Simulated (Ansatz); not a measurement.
**C2HClF2 (SMILES FC(F)=CCl): levels of theory compared**

Wanted: a comparison of 6 runs (HF/3-21G, B2PLYP/6-31G*, B3LYP/6-31G*, r2SCAN0/6-31G*, revPBE/6-31G*, RPA@PBE/6-31G*) of C2HClF2. 

The calculation is run with Ansatz 0.2.0.

68 further runs of the same task are left out: 68 set aside as unsound or not needed.

**1. The molecule**

C2HClF2: 6 atoms, total charge 0, spin state singlet. SMILES: `FC(F)=CCl`. One bond was lengthened or shortened from a relaxed shape.

Bond lengths: F1–C2 1.312 Å, C2–F3 1.305 Å, C2–C4 1.519 Å, C4–Cl5 1.706 Å, C4–H6 1.079 Å. Angles: F1–C2–F3 111.1°, F1–C2–C4 123.1°, F3–C2–C4 125.8°, C2–C4–Cl5 122.3°, C2–C4–H6 120.1°, Cl5–C4–H6 117.5°.

**2. The energy at HF/3-21G (run 1)**

File molecule.yaml:

```yaml
crystal:
  periodic: [false, false, false]
  atoms:
    - symbol: F
      position_ang: [0.973904, -0.988707, 1.388073]
    - symbol: C
      position_ang: [0.340544, -0.740527, 0.266403]
    - symbol: F
      position_ang: [0.265404, -1.810947, -0.476697]
    - symbol: C
      position_ang: [-0.218360, 0.626770, -0.086550]
    - symbol: Cl
      position_ang: [-1.039010, 0.926430, -1.552100]
    - symbol: H
      position_ang: [-0.103800, 1.452000, 0.598970]
basis:
  gaussian: {orbitals: 3-21G.json}
magnetization: {spin_polarized: false}
hamiltonian: {xc: hf}
accuracy: high
output: {orbitals: {seedname: orbitals}}
```

The basis set 3-21G is read from a file made from the Basis Set Exchange's data (not shown).

Command:

```bash
$ ansatz run molecule.yaml --threads 1 --pin off --max-ram 3480MiB --events-out events.jsonl --progress --plain --runs-dir runs
```

What it wrote:

```text
Warning: RAYON_NUM_THREADS=1 ignored (pool sized by the plan → 1); use --threads N
Functional definition: HF
  name "HF"
  exchange = exact_x
  correlation = 0
1114 factors; integrals over basis functions are off by at most 6.2e-9 eV
mean field evaluation 1: about -19885.9253 eV, gradient 3.0e1 eV
mean field evaluation 2: about -19886.2601 eV, gradient 3.1e1 eV
mean field evaluation 4: about -19888.6814 eV, gradient 2.7e0 eV
mean field evaluation 8: about -19888.7237 eV, gradient 3.5e-1 eV
mean field evaluation 16: about -19888.7249 eV, gradient 8.8e-9 eV
mean field -19888.72486099 eV, -730.8971575794 hartree, gradient 2.7e-8 eV, S^2 0.000000; 0 other end points of the search recorded, 0 dependent functions left out
reference -19888.72486099 eV, -730.8971575794 hartree; 24, 24 occupied and 27, 27 virtual orbitals, 1114 factors
Total energy: -19888.72486099 eV, -730.8971575794 hartree
```

Run time: 0.6 s. Hardware: 1 thread of Arm Neoverse V1, shared host; peak memory 0.11 GiB.

**3. A single-point energy at B2PLYP/6-31G(d) (spherical functions) (run 2)**

File molecule.yaml:

```yaml
crystal:
  periodic: [false, false, false]
  atoms:
    - {symbol: F, position_ang: [0.973904, -0.988707, 1.388073]}
    - {symbol: C, position_ang: [0.340544, -0.740527, 0.266403]}
    - {symbol: F, position_ang: [0.265404, -1.810947, -0.476697]}
    - {symbol: C, position_ang: [-0.218360, 0.626770, -0.086550]}
    - {symbol: Cl, position_ang: [-1.039010, 0.926430, -1.552100]}
    - {symbol: H, position_ang: [-0.103800, 1.452000, 0.598970]}
basis:
  gaussian:
    orbitals: 6-31G_st_-spherical.json
correlation:
  frozen_orbitals: {C: 1, Cl: 5, F: 1, H: 0}
hamiltonian:
  xc: {name: B2PLYP}
output: {orbitals: {seedname: orbitals}}
accuracy: high
```

The basis set 6-31G* is read from a file made from the Basis Set Exchange's data (not shown).

Command:

```bash
$ ansatz run molecule.yaml --threads 1 --pin off --max-ram 3480MiB --events-out events.jsonl --progress --plain --runs-dir runs
```

What it wrote (excerpt; [...] marks lines left out):

```text
Warning: RAYON_NUM_THREADS=1 ignored (pool sized by the plan → 1); use --threads N
Functional definition: B2PLYP
  name "B2PLYP"
[...]
1671 factors; integrals over basis functions are off by at most 5.1e-9 eV
[...]
mean field -20026.86429072 eV, -735.9736879880 hartree, gradient 4.9e-8 eV, S^2 0.000000; 0 other end points of the search recorded, 0 dependent functions left out; unrestricted orbitals would lower it
9 core orbitals not correlated: weight in the atoms' cores, before any rotation towards them, 1.000 or more for the frozen orbitals, at most 0.000 for the correlated occupied ones
reference -20026.86430970 eV, -735.9736886851 hartree; 15, 15 occupied and 52, 52 virtual orbitals, 1671 factors
second order -24.31278587 eV of doubles, -0.00000000 eV of singles
Total energy: -20033.42876188 eV, -736.2149278533 hartree
```

It took 9.6 s on 1 thread of Arm Neoverse V1, shared host; peak memory 0.23 GiB.

Runs 3 to 4 aren't shown in full; the table further down has their settings and results.

**4. A single-point energy at revPBE/6-31G(d) (spherical functions) (run 5)**

File job.yaml:

```yaml
crystal:
  periodic: [false, false, false]
  atoms:
    - {symbol: F, position_ang: [0.973904, -0.988707, 1.388073]}
    - {symbol: C, position_ang: [0.340544, -0.740527, 0.266403]}
    - {symbol: F, position_ang: [0.265404, -1.810947, -0.476697]}
    - {symbol: C, position_ang: [-0.218360, 0.626770, -0.086550]}
    - {symbol: Cl, position_ang: [-1.039010, 0.926430, -1.552100]}
    - {symbol: H, position_ang: [-0.103800, 1.452000, 0.598970]}
basis:
  gaussian:
    orbitals: 6-31G_st_-spherical.json
hamiltonian:
  xc: {name: revPBE}
output: {orbitals: {seedname: orbitals}}
accuracy: high
```

The basis set 6-31G* is read from a file made from the Basis Set Exchange's data (not shown).

Command:

```bash
$ ansatz run job.yaml --threads 1 --pin off --max-ram 3480MiB --events-out events.jsonl --progress --plain --runs-dir runs
```

What it wrote:

```text
Warning: RAYON_NUM_THREADS=1 ignored (pool sized by the plan → 1); use --threads N
Functional definition: revPBE
  name "revPBE"
  parameter kappa = 1.245
  parameter beta = 0.06672455060314922
  exchange = pbe_x(kappa = kappa, mu = beta*pi^2/3)
  correlation = pbe_c(beta = beta)
1671 factors; integrals over basis functions are off by at most 5.1e-9 eV
mean field evaluation 1: about -20035.9253 eV, gradient 3.9e1 eV
mean field evaluation 2: about -20020.4959 eV, gradient 7.8e1 eV
mean field evaluation 4: about -20039.3903 eV, gradient 5.3e0 eV
mean field evaluation 8: about -20039.4351 eV, gradient 2.6e-1 eV
mean field evaluation 16: about -20039.4352 eV, gradient 5.8e-6 eV
mean field -20039.43521996 eV, -736.4356611165 hartree, gradient 3.0e-8 eV, S^2 0.000000; 0 other end points of the search recorded, 0 dependent functions left out
reference -20039.43522240 eV, -736.4356612062 hartree; 24, 24 occupied and 52, 52 virtual orbitals, 1671 factors
Total energy: -20039.43522240 eV, -736.4356612062 hartree
```

It took 4.5 s on 1 thread of Arm Neoverse V1, shared host; peak memory 0.18 GiB.

**5. The energy at RPA@PBE/6-31G(d) (spherical functions) (run 6)**

File run.yaml:

```yaml
basis:
  gaussian: {orbitals: 6-31G_st_-spherical.json}
crystal:
  periodic: [false, false, false]
  atoms:
    - {symbol: F, position_ang: [0.973904, -0.988707, 1.388073]}
    - {symbol: C, position_ang: [0.340544, -0.740527, 0.266403]}
    - {symbol: F, position_ang: [0.265404, -1.810947, -0.476697]}
    - {symbol: C, position_ang: [-0.218360, 0.626770, -0.086550]}
    - {symbol: Cl, position_ang: [-1.039010, 0.926430, -1.552100]}
    - {symbol: H, position_ang: [-0.103800, 1.452000, 0.598970]}
hamiltonian: {xc: {name: PBE}}
correlation: {method: rpa, frozen_orbitals: {C: 1, Cl: 5, F: 1, H: 0}}
accuracy: high
```

The basis set 6-31G* is read from a file made from the Basis Set Exchange's data (not shown).

Command:

```bash
$ ansatz run run.yaml --threads 1 --pin off --max-ram 3480MiB --events-out events.jsonl --progress --plain --runs-dir runs
```

What it wrote:

```text
Warning: RAYON_NUM_THREADS=1 ignored (pool sized by the plan → 1); use --threads N
Functional definition: PBE
  name "PBE"
  parameter kappa = 0.804
  parameter beta = 0.06672455060314922
  exchange = pbe_x(kappa = kappa, mu = beta*pi^2/3)
  correlation = pbe_c(beta = beta)
1671 factors; integrals over basis functions are off by at most 5.1e-9 eV
mean field evaluation 1: about -20027.6263 eV, gradient 4.0e1 eV
mean field evaluation 2: about -20027.6122 eV, gradient 4.0e1 eV
mean field evaluation 4: about -20029.8932 eV, gradient 2.3e1 eV
mean field evaluation 8: about -20031.2724 eV, gradient 2.5e-1 eV
mean field evaluation 16: about -20031.2724 eV, gradient 2.9e-5 eV
mean field -20031.27242748 eV, -736.1356840258 hartree, gradient 1.6e-8 eV, S^2 0.000000; 0 other end points of the search recorded, 0 dependent functions left out
9 core orbitals not correlated: weight in the atoms' cores, before any rotation towards them, 1.000 or more for the frozen orbitals, at most 0.000 for the correlated occupied ones
reference -19987.77921026 eV, -734.5373377737 hartree; 15, 15 occupied and 52, 52 virtual orbitals, 1671 factors
Total energy: -20017.51255344 eV, -735.6300179815 hartree
```

Run time: 8.1 s. Hardware: 1 thread of Arm Neoverse V1, shared host; peak memory 0.24 GiB.

**6. Overview of the runs**

```csv
run,level,frozen core orbitals,energy (Eh),HOMO energy (eV),LUMO energy (eV),HOMO–LUMO gap (eV),wall time
1,HF/3-21G,–,-730.897158,-9.60,3.05,12.65,0.6 s
2,B2PLYP/6-31G* (spherical functions),9,-736.214928,-7.56,0.95,8.52,9.6 s
3,B3LYP/6-31G* (spherical functions),–,-736.610019,-6.30,-0.66,5.64,5.7 s
4,r2SCAN0/6-31G* (spherical functions),–,-736.401941,-6.76,-0.43,6.33,11 s
5,revPBE/6-31G* (spherical functions),–,-736.435661,-5.22,-1.23,3.99,4.5 s
6,RPA@PBE/6-31G* (spherical functions),9,-735.630018,–,–,–,8.1 s
```

**7. Results**

| quantity | value |
| --- | --- |
| run 6: total energy | -735.63002 Eh |
| run 6: RPA correlation energy (valence) | -1092.7 mEh |

In words: Over runs 1, 2, 3, 4, 5 the HOMO–LUMO gap runs from 3.99 eV (revPBE/6-31G*) to 12.65 eV (HF/3-21G). The two ends differ in method and basis. Totals of different functionals can't be ranked against each other. In run 2 the log says that unrestricted orbitals would lower the reference, so the values rest on an unstable closed-shell determinant (other closed-shell runs at this shape may share the fault). All runs together took 39 s, the longest 11 s.
